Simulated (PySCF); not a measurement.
Gas-phase reaction: 4 H + 3 SiHF → SiHF₃ + 2 SiH₃, at 1600 K and a standard pressure of 1 bar. Level: GFN2-xTB.

Energies from PySCF (xtb for GFN2), thermal terms from the rigid-rotor harmonic-oscillator model, ideal gas at 1 bar. Open shells (unrestricted): H (multiplicity 2), SiH₃ (multiplicity 2); the rest are closed-shell singlets. GFN2 has no spin-polarisation term. SiHF: computed as isolated molecules; such fragments, hydroxides, amides, oligomers or adducts are transient or little studied in the gas. The harmonic model lacks anharmonicity and excited electronic states, which grow with temperature; levels with a mode under 35 cm⁻¹ are left out.

```json
[
 {"species": "H", "E (Ha)": "-0.39348", "H(1600 K) − E (kJ/mol)": "33.3", "S°(1600 K) (J/mol/K)": "149.6"},
 {"species": "SiHF", "E (Ha)": "-6.97128", "H(1600 K) − E (kJ/mol)": "98.0", "S°(1600 K) (J/mol/K)": "320.9"},
 {"species": "SiHF₃", "E (Ha)": "-16.62947", "H(1600 K) − E (kJ/mol)": "181.5", "S°(1600 K) (J/mol/K)": "438.6"},
 {"species": "SiH₃", "E (Ha)": "-3.19029", "H(1600 K) − E (kJ/mol)": "148.5", "S°(1600 K) (J/mol/K)": "318.7"}
]
```
E: electronic energy; H − E holds the zero-point and thermal terms. 1 Ha = 2625.5 kJ/mol.

**Question.** Work out ΔH°, ΔS°, ΔG° and log10 K from these numbers.

**Answer.** 1. ΔE = 1×(-16.62947) + 2×(-3.19029) − 4×(-0.39348) − 3×(-6.97128) = -0.52229 Ha = -1371.3 kJ.
2. Δ(H − E) = 1×(181.5) + 2×(148.5) − 4×(33.3) − 3×(98.0) = 51.3 kJ, so ΔH° = -1320.0 kJ.
3. ΔS° = 1×(438.6) + 2×(318.7) − 4×(149.6) − 3×(320.9) = -485.1 J/K; the number of gas molecules changes by -4.
4. ΔG° = ΔH° − TΔS° = -1320.0 − 1600×(-485.1)/1000 = -543.8 kJ.
5. log10 K = −ΔG°/(RT ln 10) = 17.75, with RT ln 10 = 30.63 kJ/mol; at standard pressures the products are favoured.
6. A shift of 10 kJ in ΔE would move log10 K by 0.33 here.
For scale, ΔH°(298 K) is -1302 kJ at this level, -1176 kJ at ωB97M-V/def2-TZVP†, and runs from -1302 to -1080 kJ over the 20 levels computed († marks an energy on the PBE0/def2-TZVP geometry).
